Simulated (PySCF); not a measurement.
H4Si, triplet, at the geometry of the source list (a higher spin typed on purpose: for a closed-shell molecule this is an excited state); PySCF with PBE0/cc-pVDZ.

PySCF was given this input:
```python
from pyscf import gto, scf, dft

mol = gto.M(
    atom='''
Si    0.00000000   -0.00000000   -0.00000000
H    -0.16690000    1.20690000   -0.80490000
H    -0.73390000    0.14590000    1.25400000
H     1.41760000   -0.20200000    0.28630000
H    -0.51680000   -1.15090000   -0.73540000
''',
    basis='cc-pvdz',
    spin=2,
    verbose=4,
)

mf = dft.UKS(mol)
mf.xc = 'pbe0'
mf.kernel()
mf.analyze()
```

### Question
What does PySCF print? Leave out banner, timings and long lists.

### Answer

```
PySCF version 2.14.0

[INPUT] verbose = 4
[INPUT] num. atoms = 5
[INPUT] num. electrons = 18
[INPUT] charge = 0
[INPUT] spin (= nelec alpha-beta = 2S) = 2
[INPUT] symmetry False subgroup None
[INPUT] Mole.unit = angstrom
[INPUT] Symbol           X                Y                Z      unit          X                Y                Z       unit  Magmom
[...]
nuclear repulsion = 21.6249193271316
number of shells = 17
number of NR pGTOs = 69
number of NR cGTOs = 38
basis = cc-pvdz
ecp = {}

******** <class 'pyscf.dft.uks.UKS'> ********
method = UKS
initial guess = minao
damping factor = 0
level_shift factor = 0
DIIS = <class 'pyscf.scf.diis.CDIIS'>
diis_start_cycle = 1
diis_space = 8
diis_damp = 0
SCF conv_tol = 1e-09
SCF conv_tol_grad = None
SCF max_cycles = 50
direct_scf = True
direct_scf_tol = 1e-13
number electrons alpha = 10  beta = 8
XC library pyscf.dft.libxc version 7.1.2
    S. Lehtola, C. Steigemann, M. J. T. Oliveira, and M. A. L. Marques,  SoftwareX 7, 1–5 (2018)
XC functionals = pbe0
    C. Adamo and V. Barone,  J. Chem. Phys. 110, 6158 (1999)
    M. Ernzerhof and G. E. Scuseria,  J. Chem. Phys. 110, 5029 (1999)
radial grids:
    Treutler-Ahlrichs [JCP 102, 346 (1995); DOI:10.1063/1.469408] (M4) radial grids

becke partition: Becke, JCP 88, 2547 (1988); DOI:10.1063/1.454033
pruning grids: <function nwchem_prune>
grids dens level: 3
symmetrized grids: False
atomic radii adjust function: <function treutler_atomic_radii_adjust>
small_rho_cutoff = 0
Set gradient conv threshold to 3.16228e-05
tot grids = 58416
init E= -291.504287208368

cycle= 1 E= -291.390114320119  delta_E= 0.114  |g|= 0.14  |ddm|= 4.13

cycle= 2 E= -291.39593972424  delta_E= -0.00583  |g|= 0.127  |ddm|= 1.77

cycle= 3 E= -291.411340786142  delta_E= -0.0154  |g|= 0.0273  |ddm|= 0.755

cycle= 4 E= -291.412255873348  delta_E= -0.000915  |g|= 0.00939  |ddm|= 0.39

cycle= 5 E= -291.412707897327  delta_E= -0.000452  |g|= 0.00853  |ddm|= 0.227

cycle= 6 E= -291.412959027209  delta_E= -0.000251  |g|= 0.00719  |ddm|= 0.153

cycle= 7 E= -291.413278440237  delta_E= -0.000319  |g|= 0.00756  |ddm|= 0.185

cycle= 8 E= -291.412462000801  delta_E= 0.000816  |g|= 0.00687  |ddm|= 0.457

cycle= 9 E= -291.411690985432  delta_E= 0.000771  |g|= 0.00737  |ddm|= 0.518

cycle= 10 E= -291.411610386949  delta_E= 8.06e-05  |g|= 0.00515  |ddm|= 0.126

cycle= 11 E= -291.411195363208  delta_E= 0.000415  |g|= 0.0053  |ddm|= 0.531

cycle= 12 E= -291.411053126811  delta_E= 0.000142  |g|= 0.00661  |ddm|= 0.339

cycle= 13 E= -291.410952442406  delta_E= 0.000101  |g|= 0.00922  |ddm|= 0.267

cycle= 14 E= -291.411039758695  delta_E= -8.73e-05  |g|= 0.00484  |ddm|= 0.177

cycle= 15 E= -291.411004019878  delta_E= 3.57e-05  |g|= 0.00684  |ddm|= 0.0285

cycle= 16 E= -291.411024861994  delta_E= -2.08e-05  |g|= 0.006  |ddm|= 0.0318

cycle= 17 E= -291.411105008906  delta_E= -8.01e-05  |g|= 0.00172  |ddm|= 0.128

cycle= 18 E= -291.411060569855  delta_E= 4.44e-05  |g|= 0.00174  |ddm|= 0.223

cycle= 19 E= -291.411061305292  delta_E= -7.35e-07  |g|= 0.000685  |ddm|= 0.105

cycle= 20 E= -291.411062478048  delta_E= -1.17e-06  |g|= 0.000416  |ddm|= 0.141

cycle= 21 E= -291.411065301045  delta_E= -2.82e-06  |g|= 0.000459  |ddm|= 0.0308

cycle= 22 E= -291.411070202284  delta_E= -4.9e-06  |g|= 0.000352  |ddm|= 0.0659

cycle= 23 E= -291.411070921157  delta_E= -7.19e-07  |g|= 0.000198  |ddm|= 0.0211

cycle= 24 E= -291.411071727564  delta_E= -8.06e-07  |g|= 0.000155  |ddm|= 0.0465

cycle= 25 E= -291.411072509102  delta_E= -7.82e-07  |g|= 8.09e-05  |ddm|= 0.0442

cycle= 26 E= -291.411072510167  delta_E= -1.07e-09  |g|= 4.37e-05  |ddm|= 0.0196

cycle= 27 E= -291.411072532144  delta_E= -2.2e-08  |g|= 1.04e-05  |ddm|= 0.00321

cycle= 28 E= -291.411072534348  delta_E= -2.2e-09  |g|= 4.04e-06  |ddm|= 0.00215

cycle= 29 E= -291.411072534414  delta_E= -6.66e-11  |g|= 2.78e-06  |ddm|= 0.000722

Extra cycle  E= -291.411072534447  delta_E= -3.27e-11  |g|= 2.12e-06  |ddm|= 6.57e-05
converged SCF energy = -291.411072534447  <S^2> = 2.013651  2S+1 = 3.0090869
**** SCF Summaries ****
Total Energy =                        -291.411072534446873
Nuclear Repulsion Energy =              21.624919327131643
One-electron Energy =                 -445.445269967881018
Two-electron Energy =                  132.409278106302509
Two-electron Coulomb Energy =          154.586975584819243
DFT Exchange-Correlation Energy =      -22.177697478516745
**** MO energy ****
                             alpha | beta                alpha | beta
[...]
To work with the spin densities directly, `use mulliken_meta_spin()` only printing them here.

 ** Mulliken spin pop alpha/beta on meta-lowdin orthogonal AOs **
 ** Mulliken Spin Density (per AO)  **
spin_pop of  0 Si 1s       -0.00000
spin_pop of  0 Si 2s        0.00000
spin_pop of  0 Si 3s       -0.01778
spin_pop of  0 Si 4s        0.00008
spin_pop of  0 Si 2px       0.00002
spin_pop of  0 Si 2py      -0.00000
spin_pop of  0 Si 2pz       0.00002
spin_pop of  0 Si 3px       0.44790
spin_pop of  0 Si 3py       0.04706
spin_pop of  0 Si 3pz       0.35502
spin_pop of  0 Si 4px       0.04918
spin_pop of  0 Si 4py       0.01171
spin_pop of  0 Si 4pz       0.01620
spin_pop of  0 Si 3dxy      0.00626
spin_pop of  0 Si 3dyz      0.00683
spin_pop of  0 Si 3dz^2     0.00124
spin_pop of  0 Si 3dxz      0.00042
spin_pop of  0 Si 3dx2-y2    0.01899
spin_pop of  1 H 1s        0.04845
spin_pop of  1 H 2s        0.00059
spin_pop of  1 H 2px       0.00182
spin_pop of  1 H 2py       0.00089
spin_pop of  1 H 2pz       0.00043
spin_pop of  2 H 1s        0.04828
spin_pop of  2 H 2s        0.00059
spin_pop of  2 H 2px       0.00217
spin_pop of  2 H 2py       0.00045
spin_pop of  2 H 2pz       0.00052
spin_pop of  3 H 1s        0.43312
spin_pop of  3 H 2s        0.03900
spin_pop of  3 H 2px       0.00315
spin_pop of  3 H 2py       0.00084
spin_pop of  3 H 2pz       0.00047
spin_pop of  4 H 1s        0.43268
spin_pop of  4 H 2s        0.03894
spin_pop of  4 H 2px       0.00260
spin_pop of  4 H 2py       0.00144
spin_pop of  4 H 2pz       0.00043
 ** Mulliken Spin Density (per atom)  **
spin density of  0 Si =      0.94315
spin density of  1 H =      0.05218
spin density of  2 H =      0.05200
spin density of  3 H =      0.47658
spin density of  4 H =      0.47609
 ** Mulliken pop alpha/beta on meta-lowdin orthogonal AOs **
 ** Mulliken pop       alpha | beta **
[...]
In total            10.00000 | 8.00000
 ** Mulliken atomic charges   ( Nelec_alpha | Nelec_beta ) **
charge of  0Si =      0.11534  (     7.41390      6.47076 )
charge of  1H =      0.01185  (     0.52017      0.46799 )
charge of  2H =      0.01178  (     0.52011      0.46811 )
charge of  3H =     -0.06954  (     0.77306      0.29648 )
charge of  4H =     -0.06942  (     0.77276      0.29667 )
Dipole moment(X, Y, Z, Debye):  1.00222, -1.50313, -0.49911
```
